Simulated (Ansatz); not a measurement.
SiO2, relaxed as a quintet with UKS PBE0-D4/def2-TZVP in Ansatz, starting from the PBE0-D4/def2-TZVP geometry of the neutral singlet. Force threshold 0.02 eV/Å.

At PBE0-D4/def2-TZVP a singlet of charge 0 lies 6.38 eV below the quintet, each at its own geometry. The structure comes from a short search, and lower isomers may exist.

Start:

```xyz
3

Si    0.0000    0.0000    0.0000
O    -0.6296    0.0870    1.3650
O     0.6296   -0.0870   -1.3650
```

Estimate the energy that the relaxation releases and the steps that it takes.

63.7 kcal/mol, in 17 steps; 60 s on 4 threads of AMD EPYC 7B13 on a shared host. The force fell under the threshold at step 4, but the optimiser went on and released 0.779 eV more. No frequencies were taken in this run, so the end may be a saddle point.

Does the start keep its bonding and symmetry?

By distances, no bond broke or formed. The bond that changes most is Si1–O3, from 1.51 to 1.71 Å (atoms count from 1). Point group D∞h at the start, C2v at the end, both within 0.05 Å; within 0.015 Å the end is Cs.

Predict the relaxed structure.


```xyz
3

Si   -0.497    0.472   -0.251
O    -0.299   -0.159    1.306
O     0.796   -0.313   -1.055
```
Bond lengths: 2 × O–Si 1.69 to 1.71 Å.
